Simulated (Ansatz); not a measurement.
# Calcium, fcc under LDA: how the Fermi-Dirac smearing moves the result

Aim: find which Fermi-Dirac smearing width is enough for energy and pressure. The geometry was relaxed under LDA beforehand and stays fixed; 6 values are run, from 0.01 to 1.0 eV. Wanted are the values from which on the energy stays within 10 and 1 meV/atom, and the pressure within 0.5 GPa, of the narrowest run. Within the series other settings stay, but some runs also write fields, which adds to their time. Spin polarisation is left out.

Computed with Ansatz 0.2.0 (DFT LDA, plane waves with PAW, scalar-relativistic, unless a step says otherwise).

## (1) The system as given

It takes space group Fm-3m (No. 225, cubic). Conventional cell: a = 5.343 Å, b = 5.343 Å, c = 5.343 Å, α = 90.00°, β = 90.00°, γ = 90.00°. Ca (site symmetry m-3m) is surrounded by 12 Ca at 3.78 Å.

As a file:

```
Ca
1.0
     0.00000    2.67145    2.67145
     2.67145    0.00000    2.67145
     2.67145    2.67145    0.00000
Ca
1
Cartesian
  0.0000 0.0000 0.0000
```

## (2) With a width of 0.01 eV

The run at 0.01 eV.

The input, input.yaml:

```yaml
crystal:
  lattice:
    - [0.0, 2.671453275, 2.671453275]
    - [2.671453275, 0.0, 2.671453275]
    - [2.671453275, 2.671453275, 0.0]
  atoms:
    - { symbol: Ca, position: [0.0, 0.0, 0.0] }
hamiltonian:
  xc: lda
  pseudopotentials:
    kind: paw
    azcp:
      Ca: "pseudopotentials/Ca.paw.azcp"
basis:
  ecutwfc: 420
  fft_grid_basis: typed
kpoints:
  mp_grid: { grid: [10, 10, 10], shift: [0, 0, 0] }
magnetization:
  spin_polarized: false
scf:
  occupations: { method: fermi_dirac, width: 0.01 }
  lower_state_search: "off"
output:
  stress: true
```

On the command line:

```bash
ansatz run input.yaml --threads 2 --pin off --max-ram 5120MiB --backend cpu --events-out ev --progress --plain --runs-dir out
```

## (3) With a width of 0.03 eV

The run at 0.03 eV.

Edit input.yaml of step 2 so:

```diff
@@ -21,3 +21,3 @@
 scf:
-  occupations: { method: fermi_dirac, width: 0.01 }
+  occupations: { method: fermi_dirac, width: 0.03 }
   lower_state_search: "off"
@@ -25 +25,5 @@
   stress: true
+  write_density: true
+  write_potential: true
+  elf: true
+  volumetric_format: npy
```

## (4) With a width of 0.2 eV

The run at 0.2 eV.

Edit input.yaml of step 3 so:

```diff
@@ -21,3 +21,3 @@
 scf:
-  occupations: { method: fermi_dirac, width: 0.03 }
+  occupations: { method: fermi_dirac, width: 0.2 }
   lower_state_search: "off"
@@ -25,5 +25 @@
   stress: true
-  write_density: true
-  write_potential: true
-  elf: true
-  volumetric_format: npy
```

## (5) With a width of 0.3 eV

The run at 0.3 eV.

Edit input.yaml of step 4 so:

```diff
@@ -21,3 +21,3 @@
 scf:
-  occupations: { method: fermi_dirac, width: 0.2 }
+  occupations: { method: fermi_dirac, width: 0.3 }
   lower_state_search: "off"
```

## (6) With a width of 0.6 eV

The run at 0.6 eV.

Edit input.yaml of step 5 so:

```diff
@@ -21,3 +21,3 @@
 scf:
-  occupations: { method: fermi_dirac, width: 0.3 }
+  occupations: { method: fermi_dirac, width: 0.6 }
   lower_state_search: "off"
```

## (7) With a width of 1.0 eV

The run at 1.0 eV.

Edit input.yaml of step 6 so:

```diff
@@ -21,3 +21,3 @@
 scf:
-  occupations: { method: fermi_dirac, width: 0.6 }
+  occupations: { method: fermi_dirac, width: 1.0 }
   lower_state_search: "off"
```

(Steps that only read results are left out.)

Q: Predict the outcome of this session.

The runs gave:

| quantity | value |
| --- | --- |
| E(σ → 0) stays within 10 meV/atom of 0.01 eV | up to 0.3 eV |
| E(σ → 0) stays within 1 meV/atom | up to 0.03 eV |
| pressure stays within 0.5 GPa | up to 0.3 eV |
| pressure at 0.01 eV | -0.07 GPa |
| energy of a separate run on a finer mesh (17×17×17) | -1.8 meV/atom from 0.01 eV |

What this shows: At 1.0 eV the energy differs by -195.2 meV/atom and the pressure by +1.9 GPa. The free energy F moves by -1777.4 meV/atom over the range, and the estimate for σ → 0 by -195.2. In theory F falls as the square of the width under this scheme, but here the ratio is not steady: the mesh at narrow widths, or a density of states that varies over the wide ones, can both cause that. The mesh (10×10×10) is fixed, so the narrowest widths carry a k-point error of their own. The yardstick itself is unsettled by 1.8 meV/atom against the finer mesh, so the thresholds above hold only within this series, and wider smearing, which averages over more states, can land nearer the fine-mesh value than the narrowest does. The cell taken over is 13 % smaller than the measured one (43.63 Å³/atom, COD), which weighs on all values here.
